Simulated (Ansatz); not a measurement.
# SiH2F− (SMILES F[SiH2-]): CCSD(T)/STO-3G

What is the vertical ionisation energy of SiH2F− at CCSD(T)/STO-3G? 

The calculation is run with Ansatz 0.2.0.

3 further runs of the same task are left out: 2 that didn't finish, 1 set aside as unsound or not needed.

## 1. The molecule

SiH2F−: 4 atoms, total charge -1, spin state singlet. SMILES: `F[SiH2-]`. The coordinates come from a GFN2-xTB relaxation.

Bond lengths: F1–Si2 1.722 Å, Si2–H3 1.529 Å, Si2–H4 1.529 Å. Angles: F1–Si2–H3 96.1°, F1–Si2–H4 96.1°, H3–Si2–H4 99.3°.

## 2. A single-point energy at CCSD(T)/STO-3G

Input file in.yaml:

```yaml
crystal:
  periodic: [false, false, false]
  atoms:
    - {symbol: F, position_ang: [1.224230, 0.690850, -0.383870]}
    - {symbol: Si, position_ang: [-0.114010, -0.391590, -0.440070]}
    - {symbol: H, position_ang: [-1.185360, 0.658330, -0.143280]}
    - {symbol: H, position_ang: [0.075140, -0.957590, 0.967210]}
basis:
  gaussian: {orbitals: STO-3G}
total_charge: -1
correlation: {method: ccsd_t, frozen_orbitals: {F: 1, H: 0, Si: 5}}
accuracy: high
scf: {omitted_lower_state_checks: [cluster_reference, increment]}
```

Started as:

```sh
$ ansatz run in.yaml --threads 1 --pin off --max-ram 2610MiB --events-out events.jsonl --progress --plain --runs-dir runs
```

Standard output, shortened:

```text
Warning: RAYON_NUM_THREADS=1 ignored (pool sized by the plan → 1); use --threads N
Functional definition: HF
  name "HF"
[...]
267 factors; integrals over basis functions are off by at most 2.8e-8 eV
[...]
mean field -10465.17682833 eV, -384.5881548896 hartree, gradient 6.8e-8 eV, S^2 0.000000; 0 other end points of the search recorded, 0 dependent functions left out
6 core orbitals not correlated: weight in the atoms' cores, before any rotation towards them, 1.000 or more for the frozen orbitals, at most 0.000 for the correlated occupied ones
reference -10465.17682833 eV, -384.5881548896 hartree; 7, 7 occupied and 3, 3 virtual orbitals, 267 factors
second order -1.20053606 eV of doubles, -0.00000000 eV of singles
cycle   1  -1.49789495 eV  change   -3.0e-1 eV  update   5.5e-2
[...]
cycle  19  -1.68475834 eV  change  -1.3e-10 eV  update  9.5e-10
perturbative correction -0.02640920 eV, -0.0009705201 hartree
Total energy: -10466.88799587 eV, -384.6510391367 hartree
Checks for a lower state left out: cluster_reference, increment
```

Run time: 0.1 s. Hardware: 1 thread of Arm Neoverse V2, shared host.

## 3. Doublet neutral SiH2F

Input file in.yaml:

```yaml
crystal:
  periodic: [false, false, false]
  atoms:
    - {symbol: F, position_ang: [1.224230, 0.690850, -0.383870]}
    - {symbol: Si, position_ang: [-0.114010, -0.391590, -0.440070]}
    - {symbol: H, position_ang: [-1.185360, 0.658330, -0.143280]}
    - {symbol: H, position_ang: [0.075140, -0.957590, 0.967210]}
basis:
  gaussian:
    orbitals: STO-3G
magnetization:
  spin_polarized: true
  initial_magnetization: 1
correlation:
  method: ccsd_t
  frozen_orbitals: {F: 1, H: 0, Si: 5}
accuracy: high
scf:
  omitted_lower_state_checks: [cluster_reference, increment]
```

Started as:

```sh
$ ansatz run in.yaml --threads 1 --pin off --max-ram 2610MiB --events-out events.jsonl --progress --plain --runs-dir runs
```

Standard output, shortened:

```text
Warning: RAYON_NUM_THREADS=1 ignored (pool sized by the plan → 1); use --threads N
Functional definition: HF
  name "HF"
[...]
267 factors; integrals over basis functions are off by at most 2.8e-8 eV
[...]
mean field -10469.00222313 eV, -384.7287355554 hartree, gradient 2.9e-8 eV, S^2 0.754255; 0 other end points of the search recorded, 0 dependent functions left out
6 core orbitals not correlated: weight in the atoms' cores, before any rotation towards them, 1.000 or more for the frozen orbitals, at most 0.000 for the correlated occupied ones
reference -10469.00222313 eV, -384.7287355554 hartree; 7, 6 occupied and 3, 4 virtual orbitals, 267 factors
second order -1.41942988 eV of doubles, -0.00000000 eV of singles
cycle   1  -1.76421129 eV  change   -3.4e-1 eV  update   7.6e-2
[...]
cycle  24  -2.04962036 eV  change   5.4e-11 eV  update  6.9e-10
perturbative correction -0.07560191 eV, -0.0027783190 hartree
Total energy: -10471.12744539 eV, -384.8068360332 hartree
Checks for a lower state left out: cluster_reference, increment
```

It took 0.14 s on 1 thread of Arm Neoverse V2, shared host.

## 4. Summary of results

At CCSD(T)/STO-3G, 6 core orbitals frozen:

| quantity | value |
| --- | --- |
| singlet SiH2F−: total energy | -384.65104 Eh |
| singlet SiH2F−: correlation energy (6 core orbitals frozen) | -62.9 mEh |
| singlet SiH2F−: (T) correction | -0.97 mEh |
| singlet SiH2F−: T1 diagnostic | 0.009 |
| doublet neutral SiH2F: total energy | -384.80684 Eh |
| doublet neutral SiH2F: correlation energy (6 core orbitals frozen) | -78.1 mEh |
| doublet neutral SiH2F: (T) correction | -2.78 mEh |
| doublet neutral SiH2F: ⟨S²⟩ of the reference determinant | 0.754 |
| doublet neutral SiH2F: T1 diagnostic | 0.024 |
| vertical detachment energy (to the doublet neutral) | -4.239 eV |

**Reading.** The species is unbound against losing an electron at this level, by 4.24 eV (−98 kcal/mol); missing correlation or diffuse functions can give that sign where the real anion is bound. In a minimal basis such a difference can be off by several eV, whatever the method. The triples (singlet SiH2F−) make up 1.5 % of the correlation energy. The triples (doublet neutral SiH2F) make up 3.6 % of the correlation energy.
